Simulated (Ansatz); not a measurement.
Reaction (SMILES): Cl (HCl) → HCl+ (doublet, bonded as Cl) + e-
B3LYP-D3(BJ)/def2-TZVP geometries, fixed; electronic energies without zero-point terms.

Core correlation in the adiabatic ionisation energy at MP2 with Ansatz (a first-principles code), in eV: frozen core against 1s of Al to Cl frozen alone. Core-valence sets carry the plain set on hydrogen. Open shells are unrestricted.

| basis | functions, most | frozen core |
|---|---|---|
| cc-pV(D+d)Z | 28 | 12.342 |
| cc-pCVDZ | 32 | 12.345 |
| cc-pV(T+d)Z | 53 | 12.660 |
| cc-pwCVTZ | 73 | 12.662 |
| cc-pCVTZ | 73 | 12.658 |
| cc-pV(Q+d)Z | 94 | 12.788 |
| cc-pCVQZ | 139 | 12.787 |
| cc-pwCVQZ | 139 | 12.790 |

Question: How large is the core term in each set?

Answer: The largest core-valence set, cc-pwCVQZ, gives a core term of 0.027 eV; the valence set cc-pV(Q+d)Z, which lacks functions for the core, gives 0.016. By row: cc-pV(D+d)Z 0.017, cc-pCVDZ 0.013, cc-pV(T+d)Z 0.015, cc-pwCVTZ 0.024, cc-pCVTZ 0.022, cc-pV(Q+d)Z 0.016, cc-pCVQZ 0.026, cc-pwCVQZ 0.027.
